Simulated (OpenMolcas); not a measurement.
**One shape, several levels: singlet N2H+**

We compute a comparison of 6 runs (B3LYP/STO-3G, M06-2X/STO-3G, PBE/STO-3G, PBE0/STO-3G, CISD/STO-3G, CCSD(T)/STO-3G) of singlet N2H+. 

The calculation is run with OpenMolcas 26.06.

**1. The system as given**

The species is N2H+ (3 atoms), meant as a singlet with charge +1. SMILES of the parent species: `[N]=N`. The shape is that of a PBE0-D4/def2-TZVP optimisation. That shape belongs to the parent species and isn't relaxed for this state.

Bond lengths: N1–N2 1.165 Å, N2–H3 1.057 Å. Angles: N1–N2–H3 117.5°.

**2. The energy at B3LYP/STO-3G (run 1)**

Contents of calc.inp:

```
* HN2 Kohn-Sham DFT
>>> EXPORT MOLCAS_PRINT=2

&gateway
  baslib = $CurrDir
  coord
  3
  angstrom
  N        0.710530      -0.606720       0.326180
  N       -0.268660      -0.217710      -0.170100
  H       -0.441870       0.824430      -0.156080
  basis = STO-3G
  group = NoSym

&seward
  gridinput
  Grid=UltraFine
  End of Grid

&scf
  charge = 1
  ksdft = B3LYP
  thresholds = 1e-10 1e-07 1e-07 1e-05
  prorbitals = 1 1
```

The basis set STO-3G is read from a file made from the Basis Set Exchange's data (not shown).

Run with:

```
$ export MOLCAS_MEM=1860
$ pymolcas calc.inp > calc.log
```

Standard output:

```text
--- Start Module: gateway ---
[...]
--- Stop Module: gateway /rc=_RC_ALL_IS_WELL_ ---
--- Start Module: seward ---
[...]
      Basis functions           11
--- Stop Module: seward /rc=_RC_ALL_IS_WELL_ ---
--- Start Module: scf ---
[...]
       Convergence after  15 Iterations
[...]
::    Total KS-DFT energy                            -108.2367367158
[...]
      Total spin, S                                     0.0000000000
[...]
      Total electronic charge=   14.000000
      Total            charge=    1.000000
[...]
      Dipole Moment (debye):
      Origin of the operator (angstrom)=    0.1979   -0.3693    0.0699
                   X= -1.0787E+00               Y=  2.5557E+00               Z= -3.2420E-01           Total=  2.7929E+00
      Center of Charge (angstrom)
[...]
--- Stop Module: scf /rc=_RC_ALL_IS_WELL_ ---
[...]
```

It took 3.3 s on 1 thread of Arm Neoverse V2, shared host; peak memory 0.37 GiB.

**3. A single-point energy at M06-2X/STO-3G (run 2)**

Contents of calc.inp:

```
&GATEWAY
  BasLib
  $CurrDir
  Coord
  3
  angstrom
  N        0.710530      -0.606720       0.326180
  N       -0.268660      -0.217710      -0.170100
  H       -0.441870       0.824430      -0.156080
  Basis
  STO-3G
  Group
  NoSym

&SEWARD
  GridInput
  Grid=UltraFine
  End of Grid

&SCF
  Charge
  1
  KSDFT
  M062X
  Thresholds
  1e-10 1e-07 1e-07 1e-05
  PrOrbitals
  1 1
```

The basis set STO-3G is read from a file made from the Basis Set Exchange's data (not shown).

Run with:

```
$ export MOLCAS_MEM=1860
$ pymolcas calc.inp > calc.log
```

Standard output:

```text
--- Start Module: gateway ---
[...]
--- Stop Module: gateway /rc=_RC_ALL_IS_WELL_ ---
--- Start Module: seward ---
[...]
      Basis functions           11
--- Stop Module: seward /rc=_RC_ALL_IS_WELL_ ---
--- Start Module: scf ---
[...]
       Convergence after  14 Iterations
[...]
::    Total KS-DFT energy                            -108.2418213804
[...]
      Total spin, S                                     0.0000000000
[...]
      Total electronic charge=   14.000000
      Total            charge=    1.000000
[...]
      Dipole Moment (debye):
      Origin of the operator (angstrom)=    0.1979   -0.3693    0.0699
                   X= -1.0666E+00               Y=  2.5941E+00               Z= -3.1354E-01           Total=  2.8223E+00
      Center of Charge (angstrom)
[...]
--- Stop Module: scf /rc=_RC_ALL_IS_WELL_ ---
[...]
```

Wall time 3.6 s (1 thread of Arm Neoverse V2, shared host); peak memory 0.37 GiB.

Run 3 isn't shown in full; the table further down has it.

**4. The energy at PBE0/STO-3G (run 4)**

Contents of calc.input:

```
>>> EXPORT MOLCAS_PRINT=2
&gateway
baslib=$CurrDir
coord
3
angstrom
N        0.710530      -0.606720       0.326180
N       -0.268660      -0.217710      -0.170100
H       -0.441870       0.824430      -0.156080
basis=STO-3G
group=NoSym
&seward
gridinput
Grid=UltraFine
End of Grid
&scf
charge=1
ksdft=PBE0
thresholds=1e-10 1e-07 1e-07 1e-05
prorbitals=1 1
```

The basis set STO-3G is read from a file made from the Basis Set Exchange's data (not shown).

Run with:

```
$ export MOLCAS_MEM=1860
$ pymolcas calc.input > calc.log
```

Standard output:

```text
--- Start Module: gateway ---
[...]
--- Stop Module: gateway /rc=_RC_ALL_IS_WELL_ ---
--- Start Module: seward ---
[...]
      Basis functions           11
--- Stop Module: seward /rc=_RC_ALL_IS_WELL_ ---
--- Start Module: scf ---
[...]
       Convergence after  16 Iterations
[...]
::    Total KS-DFT energy                            -108.1361865617
[...]
      Total spin, S                                     0.0000000000
[...]
      Total electronic charge=   14.000000
      Total            charge=    1.000000
[...]
      Dipole Moment (debye):
      Origin of the operator (angstrom)=    0.1979   -0.3693    0.0699
                   X= -1.0765E+00               Y=  2.5626E+00               Z= -3.2231E-01           Total=  2.7981E+00
      Center of Charge (angstrom)
[...]
--- Stop Module: scf /rc=_RC_ALL_IS_WELL_ ---
[...]
```

Run time: 3 s. Hardware: 1 thread of Arm Neoverse V2, shared host; peak memory 0.37 GiB.

Run 5 isn't shown in full; the table further down has it.

**5. A single-point energy at CCSD(T)/STO-3G (run 6)**

Contents of calc.inp:

```
>>> EXPORT MOLCAS_PRINT=2

&GATEWAY
  BASLIB=$CurrDir
  COORD
  3
  angstrom
  N        0.710530      -0.606720       0.326180
  N       -0.268660      -0.217710      -0.170100
  H       -0.441870       0.824430      -0.156080
  BASIS=STO-3G
  GROUP=NoSym

&SEWARD

&SCF
  CHARGE=1
  THRESHOLDS=1e-10 1e-07 1e-07 1e-05
  PRORBITALS=1 1

&RASSCF
  FILEORB=$Project.ScfOrb
  SPIN=1
  NACTEL=0 0 0
  INACTIVE=7
  RAS2=0
  OUTORBITALS=Canonical
  ORBLISTING=Nothing

&MOTRA
  JOBIPH
  FROZEN=2

&CCSDT
  CCT
  TRIPLES=2
  ITERATIONS=80
  ACCURACY=1e-08
  EXTRAPOLATION=5 4
```

The basis set STO-3G is read from a file made from the Basis Set Exchange's data (not shown).

Run with:

```
$ export MOLCAS_MEM=1860
$ pymolcas calc.inp > calc.log
```

Standard output:

```text
--- Start Module: gateway ---
[...]
--- Stop Module: gateway /rc=_RC_ALL_IS_WELL_ ---
[...]
      Basis functions           11
[...]
       Convergence after  16 Iterations
[...]
::    Total SCF energy                               -107.6826758812
[...]
      Total spin, S                                     0.0000000000
[...]
      Number of active orbitals                  0
[...]
      Spin quantum number                      0.0
[...]
      Active orbitals                            0
[...]
      Number of CSFs                             1
[...]
      Number of root(s) required                 1
[...]
      Convergence after  4 iterations
[...]
      Natural orbitals and occupation numbers for root  1
      ************************************************************************************************************************
      *                                                    Final results                                                     *
      ************************************************************************************************************************
[...]
::    RASSCF root number  1 Total energy:   -107.68267588
[...]
      Total electronic charge=   14.000000
      Total            charge=    1.000000
[...]
      Dipole Moment (debye):
      Origin of the operator (angstrom)=    0.1979   -0.3693    0.0699
                   X= -8.9616E-01               Y=  2.6107E+00               Z= -2.1837E-01           Total=  2.7688E+00
      Center of Charge (angstrom)
[...]
--- Start Module: motra ---
[...]
--- Stop Module: motra /rc=_RC_ALL_IS_WELL_ ---
--- Start Module: ccsdt ---
[...]
      Convergence after                    16  Iterations
      Total energy (diff) :    -107.86705106      -0.00000000
[...]
 METHOD                       : CCSD+T(CCSD)+<T3(1)WT1> = CCSD(T)
[...]
       CCSD     =      -107.8670510570330
[...]
```

It took 2.2 s on 1 thread of Arm Neoverse V2, shared host; peak memory 0.37 GiB.

**6. The series**

```csv
run,level,integration grid,frozen core orbitals,energy (Eh),HOMO energy (eV),LUMO energy (eV),HOMO–LUMO gap (eV),wall time
1,B3LYP/STO-3G,UltraFine,–,-108.236737,-21.46,-13.24,8.22,3.3 s
2,M06-2X/STO-3G,UltraFine,–,-108.241821,-23.30,-11.43,11.87,3.6 s
3,PBE/STO-3G,UltraFine,–,-108.132921,-19.93,-14.31,5.62,3.3 s
4,PBE0/STO-3G,UltraFine,–,-108.136187,-21.76,-12.93,8.83,3 s
5,CISD/STO-3G,–,2,-107.854063,-25.84,-7.47,18.37,1.6 s
6,CCSD(T)/STO-3G,–,2,-107.872123,-25.84,-7.47,18.37,2.2 s
```

**7. What came out**

| quantity | value |
| --- | --- |
| run 6: total energy | -107.87212 Eh |
| run 6: HOMO energy (Hartree–Fock orbitals) | -25.84 eV |
| run 6: LUMO energy (Hartree–Fock orbitals) | -7.47 eV |
| run 6: HOMO–LUMO gap (Hartree–Fock orbitals) | 18.37 eV |
| run 6: correlation energy (2 core orbitals frozen) | -189.4 mEh |
| run 6: (T) correction | -5.07 mEh |

Over runs 1, 2, 3, 4 the HOMO–LUMO gap runs from 5.62 eV (PBE/STO-3G) to 11.87 eV (M06-2X/STO-3G). Totals of different functionals can't be ranked against each other. In runs 1, 2, 3, 4, 5, 6 the basis is minimal, so the values are rough. All runs together took 17 s, the longest 3.6 s.
